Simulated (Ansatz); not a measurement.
Two shapes of singlet CH2F2.

Shape 1:

```xyz
5

C     0.4910    0.0000    0.0000
H     1.1116    0.6461    0.6461
H     1.1116   -0.6461   -0.6461
F    -0.2872    0.7749   -0.7749
F    -0.2872   -0.7749    0.7749
```

Shape 2:

```xyz
5

C     0.5028   -0.0104   -0.0475
H     1.0938    0.6769    0.6109
H     1.1138   -0.6084   -0.6133
F    -0.3106    0.8060   -0.7436
F    -0.2633   -0.8180    0.7834
```

Basis set: cc-pVDZ (spherical functions). Frozen core: 3 orbitals. Charge 0, multiplicity 1.

Computed with Ansatz (development build ahead of 0.2.0); each method stands on the lowest determinant of its kind that the runs found.

Problem. Which shape is lower in energy, and by how much in each method?

Solution.

```tsv
method	E(2) − E(1) (eV)
RHF	0.201
RHF-MP2	0.182
```

Shape 1 is lower.
